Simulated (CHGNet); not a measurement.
## hcp Ru

Computed with the machine-learned potential CHGNet 0.3.0 (trained on PBE and PBE+U data).

Cell (relaxed at this level):

```
CELL_PARAMETERS angstrom
      2.73726     0.00000     0.00000
     -1.36863     2.37053     0.00000
      0.00000     0.00000     4.30273
ATOMIC_POSITIONS crystal
  Ru 0.66667 0.33333 0.75000
  Ru 0.33333 0.66667 0.25000
```

```yaml
lattice_parameter_a: 2.737 Å
c axis length: 4.303 Å
volume_per_atom: 13.96 Å³/atom
```

Measured, for comparison: lattice constant a 2.706 Å (293 K, not corrected to a static lattice, our sources range from 2.700 to 2.706; as tabulated in Wikipedia's data pages); lattice parameter c 4.282 Å (293 K, not corrected to a static lattice; as tabulated in Wikipedia's data pages). Computed (rounded) less measured: lattice constant a +1.1 % (+1.1 % to +1.4 % over the range), lattice parameter c +0.5 %.

A machine-learned potential is trained on density-functional data: it inherits that level's misses and adds fitting errors of its own.
